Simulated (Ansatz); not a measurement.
Relaxation of BClFH₂ (5 atoms, charge 0, multiplicity 2), to a largest force component of 0.03 eV/Å in at most 50 steps.

These are results of Ansatz 0.2.0, UKS B3LYP-D4/def2-SVP, not measurements.

```xyz
5
Properties=species:S:1:pos:R:3
B 0.000 0.000 -0.084
Cl 0.000 0.000 1.733
H 1.069 0.000 -0.625
H -1.069 0.000 -0.625
F 0.000 0.000 4.431
```

Problem. Where does it end, and by what steps?

Solution. It converged. After 4 steps the energy has fallen by 0.048 eV; F5 moved furthest, 0.13 Å.

| step | energy less start (eV) | largest force component (eV/Å) | accepted |
| --- | --- | --- | --- |
| 0 | 0.0000 | 1.279 | yes |
| 1 | -0.0320 | 0.791 | yes |
| 2 | -0.0469 | 0.137 | yes |
| 3 | -0.0475 | 0.034 | yes |
| 4 | -0.0477 | 0.009 | yes |

```xyz
5
Properties=species:S:1:pos:R:3
B 0.000 0.000 -0.027
Cl 0.000 0.000 1.725
H 1.062 0.000 -0.586
H -1.062 0.000 -0.586
F 0.000 0.000 4.304
```

Time of the run: 18 s on 2 threads of Arm Neoverse V1, on a shared host, peak memory 0.14 GiB.
